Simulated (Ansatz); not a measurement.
[B2H7]- (B2H7⁻). Total charge -1; singlet. Geometry PBE0-D4/def2-TZVPD, basis def2-TZVPD, Ansatz.

| run | HOMO (eV) | LUMO (eV) |
| --- | --- | --- |
| A | -4.46 | 4.13 |
| B | -3.20 | 4.35 |
| C | -1.69 | 3.48 |
| D | -2.59 | 3.60 |
| E | -1.98 | 4.28 |
| F | -2.84 | 3.65 |

B3LYP takes the VWN-RPA correlation. HSE06 is defined as in plane-wave codes, on full-range PBE exchange.

The runs used B3LYP, CAM-B3LYP, HSE06, PBE, r2SCAN, r2SCAN0. Estimate which is which.

A CAM-B3LYP (range-separated); B r2SCAN0 (25 % exact exchange); C PBE (0 % exact exchange); D HSE06 (range-separated); E r2SCAN (0 % exact exchange); F B3LYP (20 % exact exchange). Exact exchange lowers occupied and raises empty levels; among semilocal functionals meta-GGAs tend to open the gap a little, and such runs are hard to tell apart. The gap grows from 5.17 eV (PBE) to 8.59 eV (CAM-B3LYP).
